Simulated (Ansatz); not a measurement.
CH5N, SMILES CN.

Geometry optimised at PBE0-D3(BJ)/def2-TZVP.

Two levels are set side by side: PBE/def2-TZVPD (Ansatz, a program for electronic structure) and PBE0/def2-TZVPD (Ansatz). Energy differences of separate SCF runs at the same geometry; the states with an electron removed or added have multiplicity 2 and 2. Differences are taken from unrounded values.

```tsv
quantity	PBE
vertical ionisation energy (eV)	9.49
vertical singlet–triplet gap (eV)	5.53
```

### Question
These are the PBE values. What does PBE0 give? (Estimate from the structure and the level; the computed values follow.)

### Answer

```
quantity                           PBE0  PBE minus PBE0
---------------------------------  ----  --------------
vertical ionisation energy (eV)    9.53           -0.04
vertical singlet–triplet gap (eV)  5.67           -0.14
```
